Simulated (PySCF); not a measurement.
# CH₂S: excited states, first hyperpolarisability

Computed with PySCF 2.14.0 and routines of our own; the level stands in each step. Atoms count from 0.

## 1. The starting structure

4 atoms, charge 0, multiplicity 1; geometry from: GFN2-xTB.

## 2. Geometry optimisation at PBE0-D3(BJ)/def2-TZVP

What the job is given:

```
{"job": {"xc": "PBE0", "basis": "def2-TZVP", "d3": "d3bj", "grid": 2, "kind": "geom"}, "charge": 0, "multiplicity": 1}
C     -0.114941     0.005328     0.002935
S      1.483938    -0.052156     0.134838
H     -0.612125     0.819079    -0.508706
H     -0.746638    -0.767478     0.421236
```

Started as:

```bash
$ OMP_NUM_THREADS=1 python excited_run.py task.json out
```

The driver reads the jobs from task.json and runs them one after another.

**Question.** How long does this first job take on 1 thread of Intel Xeon Platinum 8259CL at 2.50GHz, shared host, and how much memory does it need?

About 6.7 s, with a peak of 0.33 GiB.
